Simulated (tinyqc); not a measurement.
Ways to converge the cycle: SCF convergence aids in the sto-3g basis, for BH3, spin multiplicity 1. Computed by the program tinyqc with PySCF. RHF with one setting changed at a time; a run stops when the energy changes by less than 1e-09 hartree and the error matrix is below 1e-5. The start is random orbitals. Damping d keeps d of the old density; a shift (hartree) raises the virtual levels; DIIS n extrapolates F over n matrices.

Geometry (angstrom):

| atom | x | y | z |
|---|---|---|---|
| B | 0.0000 | 0.0000 | 0.0370 |
| H | 1.1780 | 0.0000 | 0.0000 |
| H | -0.5890 | 1.0200 | 0.0000 |
| H | -0.5890 | -1.0200 | 0.0000 |

lowest restricted solution found by these runs and by PySCF = -26.069671 hartree

Largest element of the error matrix X^T (FDS - SDF) X:

| iteration | plain | damping 0.3 | damping 0.6 | shift 0.4 | DIIS 3 | DIIS 8 |
|---|---|---|---|---|---|---|
| 1 | 4.1e+00 | 4.1e+00 | 4.1e+00 | 4.1e+00 | 4.1e+00 | 4.1e+00 |
| 2 | 4.0e-01 | 1.2e+00 | 2.4e+00 | 5.4e-01 | 4.0e-01 | 4.0e-01 |
| 3 | 1.3e-01 | 4.0e-01 | 1.4e+00 | 2.6e-01 | 1.3e-01 | 1.3e-01 |
| 4 | 7.1e-02 | 1.3e-01 | 8.8e-01 | 1.9e-01 | 6.7e-02 | 6.7e-02 |
| 5 | 3.9e-02 | 7.7e-02 | 5.4e-01 | 1.5e-01 | 1.6e-02 | 1.5e-02 |
| 6 | 2.1e-02 | 5.3e-02 | 3.3e-01 | 1.1e-01 | 1.9e-03 | 2.0e-03 |
| 8 | 6.2e-03 | 2.5e-02 | 1.3e-01 | 5.6e-02 | 8.7e-05 | 5.7e-05 |
| 10 | 1.8e-03 | 1.2e-02 | 5.2e-02 | 2.8e-02 | 7.0e-06 | 3.2e-06 |
| 14 | 1.6e-04 | 2.5e-03 | 2.3e-02 | 7.1e-03 | - | - |
| 20 | - | 2.5e-04 | 6.9e-03 | 9.0e-04 | - | - |
| 30 | - | - | 9.2e-04 | 2.9e-05 | - | - |
| 45 | - | - | 4.4e-05 | - | - | - |

How each run ends:

| run | iterations | E (hartree) | state |
|---|---|---|---|
| plain | 19 | -26.069671 | lowest found |
| damping 0.3 | 29 | -26.069671 | lowest found |
| damping 0.6 | 53 | -26.069671 | lowest found |
| shift 0.4 | 34 | -26.069671 | lowest found |
| DIIS 3 | 11 | -26.069671 | lowest found |
| DIIS 8 | 11 | -26.069671 | lowest found |

What does the comparison show, and why?

6 of 6 runs reach the lowest restricted solution found, in 11 to 53 iterations (fastest: DIIS 3, DIIS 8). Plain steps already contract here, so damping only slows them. DIIS 3 and DIIS 8 gain by cancelling the error over several earlier matrices, much as a quasi-Newton step does.
